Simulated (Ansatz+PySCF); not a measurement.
## singlet C2H6O: levels of theory in one basis

```yaml
atoms:
  - { symbol: C, position_ang: [0.0000, -0.4477, -0.3818] }
  - { symbol: C, position_ang: [0.0000, -0.4693, 1.2492] }
  - { symbol: O, position_ang: [0.0000, 0.9970, -0.8434] }
  - { symbol: H, position_ang: [-0.9603, -1.0385, -0.7884] }
  - { symbol: H, position_ang: [0.9603, -1.0385, -0.7884] }
  - { symbol: H, position_ang: [0.0000, -1.5841, 1.6604] }
  - { symbol: H, position_ang: [0.9608, 0.0891, 1.6705] }
  - { symbol: H, position_ang: [-0.9608, 0.0891, 1.6705] }
  - { symbol: H, position_ang: [0.0000, 1.0088, -1.8818] }
```

Basis set: def2-SVP (spherical functions). Left uncorrelated: 3 orbitals. Charge 0, multiplicity 1.

Computed with Ansatz (development build ahead of 0.2.0); each method stands on the lowest determinant of its kind that the runs found.

```
  method  E − E(RHF) (eV)  <S²> of the determinant
     RHF             0.00                     0.00
 RHF-MP2           -13.38                        –
RHF-CCSD           -14.43                        –
```

Q: What does RHF-CCSD(T) give on the same scale?

A: -14.83 eV.

Q: Is a single determinant a sound starting point here?

A: By this sign, yes. Unrestricted orbitals gain 0.00 eV and <S²> is 0.00 against 0.00 for a pure state.
